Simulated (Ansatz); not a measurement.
Stepwise reaction of `[NH2][Mg][NH2]` with hydrogen chloride, as a gas-phase model of exchange steps in deposition or etching. ΔE in kJ/mol; ΔG adds harmonic PBE0-D4 terms to CCSD(T)/CBS, at 1 bar.

Computed with Ansatz on PBE0-D4/def2-TZVP structures; ΔE is electronic, products minus reactants. CCSD(T)/CBS adds triple-zeta CCSD(T) − MP2 to the extrapolated MP2 energy (def2 sets, frozen cores). This one scheme is used for every species. Functionals use def2-TZVPP. B3LYP here is the variant with VWN-RPA as its local correlation; programs differ in this. For Mg outer-core shells are correlated without core-valence functions, which leaves a few kJ/mol of doubt a bond. One conformer a species, not always the lowest.

```json
{"step": "2", "reaction": "`[NH2][Mg][Cl]` + HCl → `[Cl][Mg][Cl]` + NH₃", "PBE-D4": "-136.9", "B3LYP-D4": "-139.9", "ωB97M-V": "-140.7", "CCSD(T)/CBS": "-139.7", "ΔG(400 K)": "-122.2"}
```

Q: Give the row of step 1, `[NH2][Mg][NH2]` + HCl → `[NH2][Mg][Cl]` + NH₃. (Best estimate.)

A: Computed: 
```json
{"step": "1", "reaction": "`[NH2][Mg][NH2]` + HCl → `[NH2][Mg][Cl]` + NH₃", "PBE-D4": "-143.1", "B3LYP-D4": "-146.7", "ωB97M-V": "-147.9", "CCSD(T)/CBS": "-146.3", "ΔG(400 K)": "-135.4"}
```

Q: By hand: ΔE of the 2 steps together at CCSD(T)/CBS.

A: (-146.3) + (-139.7) = -286.0 kJ/mol, or -143.0 kJ/mol a step.

In ΔE each step is higher than the one before. All are downhill at CCSD(T)/CBS. ΔG lies between -135.4 and -122.2 kJ/mol a step. PBE-D4 differs from CCSD(T)/CBS by 2.8 to 3.2 kJ/mol a step. Isolated molecules leave out the surface, adducts and barriers. Largest T1 diagnostic: 0.009.
